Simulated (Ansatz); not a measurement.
**What a trial cell of GaSi₂ relaxes into**

All numbers below come from DFT r2SCAN, scalar-relativistic, plane waves, PAW in Ansatz. Cutoff 500 eV, Γ-centred k mesh, Gaussian smearing, no spin polarisation in the final step.

GaSi₂ was placed on the cubic Laves (C15) structure type (Fd-3m, No. 227), with Ga in place of Mg, Si in place of Cu, at a guessed volume.

```yaml
crystal:
  lattice:
    - [0.00000, 3.62838, 3.62838]
    - [3.62838, 0.00000, 3.62838]
    - [3.62838, 3.62838, 0.00000]
  atoms:
    - { symbol: Ga, position: [0.00000, 0.00000, 0.00000] }
    - { symbol: Ga, position: [0.25000, 0.25000, 0.25000] }
    - { symbol: Si, position: [0.62500, 0.62500, 0.62500] }
    - { symbol: Si, position: [0.12500, 0.62500, 0.62500] }
    - { symbol: Si, position: [0.62500, 0.62500, 0.12500] }
    - { symbol: Si, position: [0.62500, 0.12500, 0.62500] }
```

Cell and atoms relax at zero pressure; the relaxation can't lower the symmetry of the start.

Formation energies are uncorrected and refer to the elements' standard structures at the same level.

Question: What does it relax into?

Answer: It keeps Fd-3m (No. 227). The result has the cubic Laves (C15) structure. Conventional cell: a = 7.285 Å. Ga is coordinated by 12 Si at 3.02 Å and 4 Ga at 3.15 Å; Si is coordinated by 6 Si at 2.58 Å and 6 Ga at 3.02 Å.

```xyz
6
Lattice="0.0000 3.6425 3.6425 3.6425 0.0000 3.6425 3.6425 3.6425 0.0000" Properties=species:S:1:pos:R:3 pbc="T T T"
Ga    3.6425    3.6425    3.6425
Ga    5.4638    5.4638    5.4638
Si    0.9106    0.9106    0.9106
Si    0.9106    2.7319    2.7319
Si    2.7319    2.7319    0.9106
Si    2.7319    0.9106    2.7319
```

Question: What are its volume, energy, density and gap?

Answer: The volume per atom is 16.11 Å³, the density is 4.33 g/cm³ and the energy over the elements is 0.56 eV/atom. The gap on the 10×10×10 mesh is 0 eV (a metal).

The final run used a 10×10×10 mesh on its 6-atom cell and 0.10 eV smearing. For metals, differences of a few meV/atom aren't resolved. Symmetry constrained the relaxation, so the result can be a saddle point.

Cost: 2 runs of about 2.1 core-minutes in all, on Intel Xeon Processor @ 2.50GHz (Skylake/Cascade Lake) (shared hosts).